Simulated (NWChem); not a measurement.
# dimethylamine (C2H7N); SMILES CNC

```xyz
10

C      0.2181    -0.0051     1.2072
N     -0.5594     0.1001     0.0000
C      0.2181    -0.0051    -1.2072
H      0.8281    -0.9335     1.2887
H      0.9187     0.8442     1.2782
H     -0.4393     0.0441     2.0887
H     -1.3020    -0.5936     0.0000
H      0.8281    -0.9335    -1.2887
H     -0.4393     0.0441    -2.0887
H      0.9187     0.8442    -1.2782
```
Atoms are numbered in this order, from 1.

Program: NWChem. Geometry optimised at PBE0/def2-SVP; all other runs use it. 

```
quantity                                                            level  value
----------------------------------------------------  -------------------  -----
−ε(HOMO) (eV)                                               PBE0/def2-SVP      …
vertical, lowest excitation, singlet (eV)             PBE0/def2-SVPD, TDA   5.83
cavity-dispersion-structure term (kcal/mol) in water   PBE0/def2-SVP, SMD    0.3
anisotropy (bohr³), static                                 PBE0/def2-SVPD      …
dipole (D)                                                  PBE0/def2-SVP      …
highest harmonic frequency (cm⁻¹)                           PBE0/def2-SVP   3585
```

Q: Fill in the missing entries.

A: 
- −ε(HOMO) (eV), value: 6.12
- anisotropy (bohr³), static, value: 6.8
- dipole (D), value: 0.91
